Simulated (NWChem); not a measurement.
**Atomisation of BCl3**

SMILES: ClB(Cl)Cl
```xyz
4

B      0.0000     0.0000     0.0000
Cl     0.0000     0.0000     1.7421
Cl     1.5087     0.0000    -0.8710
Cl    -1.5087     0.0000    -0.8710
```
Charge 0, spin multiplicity 1.

The numbers come from NWChem runs, not from measurements. Structure: optimised with PBE0/def2-SVP, a minimum by its harmonic frequencies.

Basis set: def2-TZVP. The atomisation energy is electronic alone: no zero-point, thermal, spin-orbit or counterpoise terms. No value is extrapolated to the basis-set limit. Free atoms are single determinants with multiplicities B 2, Cl 2.

The structure started from a generated list of species. No SCF solution was tested for a lower state. Open-shell Hartree-Fock references start from PBE0 orbitals.

Q: For the atomisation energy, BP86 gives 329.8 kcal/mol and HF gives 244.6 kcal/mol. What do BLYP, M06-2X, PBE give?

A: BLYP: 313.2 kcal/mol; M06-2X: 327.9 kcal/mol; PBE: 336.6 kcal/mol.
